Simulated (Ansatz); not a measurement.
Reaction (formal loss of a carbene): `CCCCCl` → `CCCCl` + `[CH2]` (triplet)

Computed with Ansatz on PBE0-D4/def2-TZVP structures; ΔE is electronic, products minus reactants. CCSD(T)/CBS adds triple-zeta CCSD(T) − MP2 to the extrapolated MP2 energy (def2 sets, frozen cores). This one scheme is used for every species. Functionals use def2-TZVPP. Triplets are unrestricted, without spin–orbit coupling. Each species was taken in one conformer, which may not be the lowest.

CCSD(T)/CBS gives +435.9 kJ/mol.

Problem. Another level gave +431.7 kJ/mol. Which?
A. ωB97X-V/def2-TZVPP
B. PBE-QIDH/def2-TZVPP
C. PBE0/def2-TZVPP
D. r2SCANh/def2-TZVPP

Solution. B. PBE-QIDH 431.7, r2SCANh 408.2, PBE0 426.9, ωB97X-V 445.8 kJ/mol.

Largest T1 diagnostic among the species: 0.011.

From r2SCAN to r2SCAN0 (25 % exact exchange), in def2-TZVPP and without D4, ΔE moves by −3.4 kJ/mol. In def2-TZVPP, CCSD(T) changes the Hartree–Fock value by +136.5 kJ/mol (the triples alone add +11.0 kJ/mol) and MP2 by +149.2 kJ/mol.
